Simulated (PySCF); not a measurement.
## Silicon: a sound run and one with changed settings

Sound run: Si [Ne] 3s2 3p2, Si⁺ [Ne] 3s2 3p1. Calculation: PySCF 2.14, in x2c-TZVPall; the spin-free X2C one-electron Hamiltonian (Gaussian nucleus). The sound run starts from symmetry-adapted Hartree-Fock orbitals and uses a fine grid where one is needed.

A second run was set up differently.

```json
{"species": "Si", "method": "UHF", "sound run (hartree)": "-289.45414", "changed run (hartree)": "-289.45414", "converged": "yes"}
{"species": "Si", "method": "PBE", "sound run (hartree)": "-289.83384", "changed run (hartree)": "-289.82912", "converged": "yes"}
{"species": "Si", "method": "M06-L", "sound run (hartree)": "-289.95697", "changed run (hartree)": "-289.91783", "converged": "yes"}
{"species": "Si⁺", "method": "UHF", "sound run (hartree)": "-289.17375", "changed run (hartree)": "-289.17375", "converged": "yes"}
{"species": "Si⁺", "method": "PBE", "sound run (hartree)": "-289.53322", "changed run (hartree)": "-289.52039", "converged": "yes"}
{"species": "Si⁺", "method": "M06-L", "sound run (hartree)": "-289.66209", "changed run (hartree)": "-289.57518", "converged": "yes"}
```

Ionisation energy of Si:

```json
{"method": "UHF", "sound run (eV)": "7.630", "changed run (eV)": "7.630"}
{"method": "PBE", "sound run (eV)": "8.180", "changed run (eV)": "8.401"}
{"method": "M06-L", "sound run (eV)": "8.024", "changed run (eV)": "9.324"}
```

Task: What was changed?
A. all electrons correlated in a valence basis
B. radial grid too coarse
C. too few SCF iterations
D. level shift left on

Result: B. It used radial step 0.8 in ln r (0.13 in the sound run). A coarse radial grid mis-integrates the density and the exchange-correlation energy, with errors of either sign; Hartree-Fock needs no grid.
